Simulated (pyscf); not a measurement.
F–Si(F)(F)–F + F–Si:–F [singlet] -> F–Si(F)(F)–Si(F)(F)–F (insertion; singlet surface; F–Si broken, F–Si, Si–Si formed). Optimised with ωB97X-D3(BJ)/def2-SVP in PySCF. Energies in kcal/mol from the separated reactants.

| level | barrier | reaction energy |
|---|---|---|
| PBE/def2-TZVP | 14.4 | -28.5 |
| r²SCAN/def2-TZVP | 13.8 | -32.7 |
| B3LYP-D3(BJ)/def2-TZVP | 19.8 | -28.1 |
| PBE0-D3(BJ)/def2-TZVP | (withheld) | -32.2 |
| ωB97M-D3(BJ)/def2-TZVP | 20.5 | -24.6 |
| HF/def2-TZVP | (withheld) | (withheld) |

Problem. Some entries are withheld; supply them.

Solution. 
- PBE0-D3(BJ)/def2-TZVP, barrier: 15.3
- HF/def2-TZVP, barrier: 35.5
- HF/def2-TZVP, reaction energy: -26.0

The functionals in the table span 6.7 kcal/mol in this barrier, from r²SCAN to ωB97M-D3(BJ)/def2-TZVP. The same reactants have a lower exit, to F–Si(F)(F)–F + F–Si:–F [singlet] (barrier +14.9 kcal/mol at ωB97M-D3(BJ)/def2-TZVP, against +20.5 kcal/mol here). This is the saddle that the search found; another between the same sides may lie lower.
